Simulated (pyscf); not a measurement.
HB=NH + HF -> H₂N–BH–F (addition across a multiple bond or ene-type step; singlet surface; F–H broken, B–F, H–N formed). Single points on ωB97X-D3(BJ)/def2-SVP structures (PySCF, gas phase). MP2 and CC: frozen core, UHF for open shells. ΔMP2 is the change of the MP2 total energy from the triple- to the quadruple-zeta basis. Energies in kJ/mol from the separated reactants.

```tsv
level	barrier	reaction energy
ωB97X-D3(BJ)/def2-TZVP	28.3	-291.4
ωB97M-D3(BJ)/def2-TZVP	27.8	-283.3
HF/def2-TZVP	___	-297.7
MP2/def2-QZVPP	42.6	-267.1
CCSD/def2-TZVPP	48.3	-277.3
CCSD(T)/def2-TZVPP	42.2	-272.5
CCSD(T)/def2-TZVPP + ΔMP2(QZVPP)	___	___
```

Problem. What belongs in the gaps?

Solution. 
- HF/def2-TZVP, barrier: 73.2
- CCSD(T)/def2-TZVPP + ΔMP2(QZVPP), barrier: 43.4
- CCSD(T)/def2-TZVPP + ΔMP2(QZVPP), reaction energy: -270.4

On the reactant side the descent ends in a complex, 24.4 kJ/mol under the separated species and 52.7 kJ/mol under the saddle at ωB97X-D3(BJ)/def2-TZVP. One saddle was located; it need not be the lowest between these sides. The CCSD(T) − MP2 part came from Ansatz, without density fitting, on the same reference.
